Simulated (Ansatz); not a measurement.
# NH2O (quartet): from Hartree-Fock to the top rungs at distance O1–H3 along a hydrogen transfer = 1.039 Å, cc-pVTZ

How much of the correlation energy of NH2O (quartet) does each wave-function method recover here?

Program: Ansatz 0.2.0, Gaussian basis. Level of theory: cc-pVTZ, core rule «outside noble gas», up to 2 orbitals frozen. These are calculated values, not measurements.

The runs, in order: UHF; CCSD(T) on ROHF; CCSD(T) on UHF; BCCD(T) on ROHF; CISD; CCSDT(Q) on ROHF; CCSDT(Q) on UHF; CASSCF and NEVPT2, 5 electrons in 5 orbitals; CASSCF and NEVPT2, 13 electrons in 10 orbitals.

## (1) The system

The geometry derives from fragments relaxed apart (PBE0/def2-TZVP) and kept rigid, so it is no stationary point. A hydrogen atom is moved between rigid fragments.

4 atoms, charge 0, spin multiplicity 4.

Atoms are counted from 1 here; the program's logs count them from 0.

Bond lengths: O1–H2 0.960 Å, O1–H3 1.039 Å. Angles: H2–O1–H3 105.1°.

## (2) UHF

Input file in.yaml:

```yaml
crystal:
  periodic: [false, false, false]
  atoms:
    - {symbol: O, position_ang: [-1.142874, -0.029165, 0.000000]}
    - {symbol: H, position_ang: [-1.392183, 0.897410, 0.000000]}
    - {symbol: H, position_ang: [-0.103874, -0.029165, 0.000000]}
    - {symbol: N, position_ang: [1.413126, -0.029165, 0.000000]}
basis:
  gaussian: {orbitals: cc-pVTZ}
magnetization: {spin_polarized: true, initial_magnetization: 3}
hamiltonian: {xc: hf}
output: {orbitals: {seedname: orbitals}}
```

Started as:

```
> ansatz run in.yaml --threads 1 --pin off --events-out ev --progress --plain --max-ram 2816MiB --backend cpu
```

Further steps of the session: CCSD(T) on ROHF; CCSD(T) on UHF; BCCD(T) on ROHF; CISD; CCSDT(Q) on ROHF; CCSDT(Q) on UHF; CASSCF and NEVPT2, 5 electrons in 5 orbitals; CASSCF and NEVPT2, 13 electrons in 10 orbitals.

Before running them: what should the planned runs give, taken together? Wanted: UCCSDT(Q) below the RHF energy; RMP2 from UCCSDT(Q); UMP2 from UCCSDT(Q); RCCSD from UCCSDT(Q); RCCSD(T) from UCCSDT(Q); UCCSD(T) from UCCSDT(Q); RCCSDT(Q) from UCCSDT(Q); NEVPT2 pair from UCCSDT(Q); NEVPT2 valence from UCCSDT(Q).

**Answer**, as computed:

```
                         quantity                                                   value
   UCCSDT(Q) below the RHF energy                                             -11.0374 eV
              RMP2 from UCCSDT(Q)                                            +89.3 kJ/mol
              UMP2 from UCCSDT(Q)                                            +87.7 kJ/mol
             RCCSD from UCCSDT(Q)                                            +33.4 kJ/mol
          RCCSD(T) from UCCSDT(Q)                                             +3.0 kJ/mol
          UCCSD(T) from UCCSDT(Q)                                             +2.7 kJ/mol
         RCCSDT(Q) from UCCSDT(Q)                                             +0.4 kJ/mol
       NEVPT2 pair from UCCSDT(Q)                                            +94.6 kJ/mol
    NEVPT2 valence from UCCSDT(Q)                                           +141.0 kJ/mol
levels within 1 kcal/mol (43 meV)  RCCSD(T), UCCSD(T), BCCD(T), RCCSDT, UCCSDT, RCCSDT(Q)
                    T1 diagnostic                                                   0.017
   effectively unpaired electrons                                                    3.01
```

What this shows: RCCSD(T) lands +3.0 kJ/mol from the yardstick (0.3 % of the correlation energy). One determinant dominates. Of the multireference levels listed NEVPT2 pair comes nearest in total energy (+94.6 kJ/mol), which doesn't show that its space is the better one. These misses are within one basis, not against nature; the frozen cores of restricted and unrestricted runs differ, which can shift their rows.
